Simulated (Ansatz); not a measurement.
A made-up structure of MgAlNH₄, closed shell:

```
atom    x (Å)    y (Å)    z (Å)
  N1   1.9128   0.2075   1.2350
 Mg2  -0.3628  -0.0394  -0.2340
 Al3  -1.9462  -0.2112  -1.2566
  H4  -3.2109   0.6200  -1.1145
  H5  -2.1971  -1.2066  -2.3775
  H6   2.0290   0.9001   1.9748
  H7   2.7331  -0.3834   1.0999
```

It is relaxed with PBE-D4/def2-SVP and then PBE0-D4/def2-TZVP (Ansatz 0.2.0). Atoms count as bonded within 1.22 times the sum of their covalent radii (H–H: 0.88 Å). The end point is not checked to be a true minimum.

Question: Does its bonding change? (A judgement: the text doesn't fix the answer.)

Answer: By the calculation: Yes. Formed: N1–Mg2; broken: none.

Where it ends: The first stage lowers the energy by 5.37 eV in 7 steps. It ends as MgAlNH₄ ([NH2][Mg][AlH2]):
```xyz
7
angstrom
N 1.7974 0.1951 1.1605
Mg 0.2139 0.0234 0.1379
Al -2.0616 -0.2236 -1.3312
H -3.3518 0.6989 -1.1142
H -2.2413 -1.3058 -2.4971
H 1.9650 0.8583 1.9034
H 2.6364 -0.3592 1.0680
```

Labels in which every atom is bracketed show which atoms are joined, not bond orders.

For scale, one of the runs: PBE0-D4/def2-TZVP relaxation, 124 basis functions, launched by `ansatz run in.yaml --threads 2 --pin off --events-out ev --progress --plain --max-ram 4352MiB`. The run took about 8.5 s on 2 CPU threads of an Intel Xeon (shared host).
